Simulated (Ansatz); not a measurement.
A nudged elastic band was laid between two geometries of C$_{3}$H$_{4}$FN (9 atoms, charge 0, multiplicity 1).

All numbers below come from Ansatz, RKS BLYP/def2-SVP.

| Property | Result |
| --- | --- |
| movable images | 7 |
| climbing image | yes |
| spring | 5.0 eV/Å² |
| optimiser | quadratic models (default) |
| start path | through a guess of the saddle point |
| force threshold | 0.03 eV/Å |
| iteration limit | 42 |
| end points | relaxed |

Initial state:

```xyz
9
Properties=species:S:1:pos:R:3
N -0.391 0.899 -1.016
C 0.138 -0.159 -0.217
F 0.847 -1.117 -1.009
C -0.512 -0.680 1.010
C 0.604 0.006 1.181
H -1.012 0.508 -1.739
H 0.376 1.361 -1.526
H -1.334 -1.263 1.442
H 1.372 0.399 1.857
```

Final state:

```xyz
9
Properties=species:S:1:pos:R:3
N -0.456 0.576 -1.267
C 0.108 -0.326 -0.295
F 0.699 -1.376 -1.007
C -0.510 -0.609 1.019
C 0.673 -0.003 1.048
H 0.263 0.854 -1.950
H -0.802 1.427 -0.810
H -1.360 -1.017 1.579
H 1.474 0.428 1.664
```

What changes between the two ends?

No bond is made or broken. The dihedral H7–N1–C2–F3 goes from -58 to -173°.

Give the energies along the band, and the barrier.

It converged. The highest image is number 5 of 0 to 8, 13.1 kJ/mol above the first end and 2.6 kJ/mol above the last; the last end lies 10.5 kJ/mol above the first. A vibrational analysis at the climbing image gives one clearly imaginary mode, 223i cm⁻¹: a first-order saddle point.

```
image  path coordinate (Å)  energy (kJ/mol)  dihedral H7–N1–C2–F3 (°)
    0                 0.00              0.0                       -58
    1                 0.30              1.2                       -72
    2                 0.59              4.6                       -87
    3                 0.89              8.7                      -102
    4                 1.19             12.0                      -117
    5                 1.49             13.1                      -132
    6                 1.77             12.4                      -146
    7                 2.06             11.1                      -160
    8                 2.34             10.5                      -173
```

What is the geometry of the highest image?


```xyz
9
Properties=species:S:1:pos:R:3
N -0.512 0.695 -1.144
C 0.080 -0.290 -0.261
F 0.642 -1.307 -1.054
C -0.494 -0.667 1.050
C 0.661 -0.010 1.073
H -0.179 0.533 -2.102
H -0.231 1.644 -0.872
H -1.324 -1.112 1.615
H 1.445 0.466 1.679
```

What are the harmonic wavenumbers there?

223i, 371, 381, 448, 476, 652, 724, 755, 867, 886, 906, 995, 1052, 1205, 1340, 1563, 1619, 3118, 3161, 3400, 3487 cm⁻¹.

The run took 2.3 min on 1 thread of Intel(R) Xeon(R) Platinum 8259CL CPU @ 2.50GHz (Skylake/Cascade Lake) (shared host), peak memory 0.26 GiB.
